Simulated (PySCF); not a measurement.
**How good is the calculation?**

Geometry (Å), atoms numbered from 1 in this order:
```xyz
6

F    -1.6093   -0.6607    0.0008
C    -0.6273    0.2282   -0.0004
C     0.6583   -0.1105    0.0000
F     1.0753   -1.3680    0.0019
H    -0.9498    1.2719   -0.0014
H     1.4527    0.6392   -0.0009
```

Published values to compare with: δ $^{19}$F F1/F4 -165.0 ppm (measured; G. Saielli, R. Bini, A. Bagno, Computational 19F NMR. 2. Organic compounds, RSC Adv. 2014, ESI (exp. from Berger-Braun-Kalinowski 1994 and Everett 1995)).
δ $^{19}$F F1/F4 -160.6 ppm (CCSD(T)/cc-pVQZ; gas (isolated, no vibration); M. Maurer, PhD thesis, LMU Munich (Maurer, Ochsenfeld, JCTC 2015 SI; set of Flaig et al., JCTC 2014, 10, 572)).
σ $^{19}$F F1/F4 370.7 ppm (CCSD(T)/13s9p4d3f; gas (isolated, no vibration); M. E. Harding, PhD thesis, Mainz 2008 (Harding, Lenhart, Auer, Gauss, JCP 2008, 128, 244111)).
σ $^{19}$F F1/F4 361.4 ppm (CCSD(T)/13s9p4d3f + vibration and temperature (MP2); gas, 300 K; M. E. Harding, PhD thesis, Mainz 2008 (Harding, Lenhart, Auer, Gauss, JCP 2008, 128, 244111)). Coupling constants: $^{2}J$(C3,F1) 5.9 Hz, $^{3}J$(F1,F4) -18.7 Hz.

All values are calculated (PySCF 2.14.0 with density-fitted response routines): J: B3LYP/pcJ-1, geometry from PBE0-D3(BJ)/def2-SVP, σ from GIAO-PBE0/pcSseg-1. In vacuum, single conformer, equivalent nuclei averaged, non-relativistic Hamiltonian.

Q: What does the calculation give, and how does it compare?

A: 
Reference values: measured (G. Saielli, R. Bini, A. Bagno, Computational 19F NMR. 2. Organic compounds, RSC Adv. 2014, ESI (exp. from Berger-Braun-Kalinowski 1994 and Everett 1995)).
| atoms | quantity | reference | computed | computed, scaled |
| --- | --- | --- | --- | --- |
| F1/F4 | δ $^{19}$F vs CFCl3 | -165.0 | -159.2 | -158.7 |

Reference values: CCSD(T)/cc-pVQZ (gas (isolated, no vibration); M. Maurer, PhD thesis, LMU Munich (Maurer, Ochsenfeld, JCTC 2015 SI; set of Flaig et al., JCTC 2014, 10, 572)).
| atoms | quantity | reference | computed | computed, scaled |
| --- | --- | --- | --- | --- |
| F1/F4 | δ $^{19}$F vs CFCl3 (same level) | -160.6 | -159.2 | -158.7 |

Reference values: CCSD(T)/13s9p4d3f (gas (isolated, no vibration); M. E. Harding, PhD thesis, Mainz 2008 (Harding, Lenhart, Auer, Gauss, JCP 2008, 128, 244111)).
```csv
atoms,quantity,reference,computed
F1/F4,σ $^{19}$F,370.7,336.4
```

Reference values: CCSD(T)/13s9p4d3f + vibration and temperature (MP2) (gas, 300 K; M. E. Harding, PhD thesis, Mainz 2008 (Harding, Lenhart, Auer, Gauss, JCP 2008, 128, 244111)).
| atoms | quantity | reference | computed |
| --- | --- | --- | --- |
| F1/F4 | σ $^{19}$F | 361.4 | 336.4 |

Absolute shieldings are compared as such; zero-point and thermal motion, absent here, lowers them by some tenths of a ppm for H, a few ppm for C and up to about 10 ppm for F.

Computed shifts are σ(ref) − σ with the named reference compound (TMS for H and C) calculated as an isolated molecule at the same level. The measured values may be among those fitted. Shieldings were converted by a linear fit to measured shifts: $^{19}$F: δ = 150.53 − 0.919σ +17.7 on sp3 carbon (rms 6.8 ppm, 22 shifts vs CFCl3, solution or neat liquid). A few per cent of atoms miss by over 2 rms, more outside the fitted compound classes.

Coupling constants in Hz:
| coupling | reference | computed | source |
| --- | --- | --- | --- |
| $^{2}J$(C3,F1) | 5.9 | 6.7 | measured; Jessen and Sauer, arXiv:2312.00705 |
| $^{3}J$(F1,F4) | -18.7 | 1.6 | measured; Jessen and Sauer, arXiv:2312.00705 |

Q: How far are the unscaled $^{19}$F shifts from the references?

A: Mean signed difference +3.60 ppm, mean absolute 3.60 ppm over 2 comparisons; the largest is +5.8 ppm at F1/F4 (vinylic fluorine).

Q: How far are the unscaled $^{19}$F shieldings from the references?

A: Mean signed difference -29.65 ppm, mean absolute 29.65 ppm over 2 comparisons; the largest is -34.3 ppm at F1/F4 (vinylic fluorine).

6 of the 10 published NMR values on file for this molecule are compared. The rest: other calculations.
